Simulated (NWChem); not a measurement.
**Basis-set dependence for Na (-1)**

```
Na
```
Charge -1, spin multiplicity 1.

All runs are NWChem calculations.

Hartree-Fock energies in Ha, correlation energies in mHa.

The correlated methods keep 1 core orbital frozen.

| basis | functions | RHF | MP2 | SCS-MP2 |
|---|---|---|---|---|
| aug-cc-pVDZ | 27 | -161.75883 | -16.8 | -19.9 |
| aug-cc-pVTZ | 50 | -161.76385 | -29.1 | -33.2 |

From aug-cc-pVDZ to aug-cc-pVTZ the Hartree-Fock energy moves by -5.0 mHa and the MP2 correlation energy by -12.3 mHa, which is 42 % of its value in the larger set.
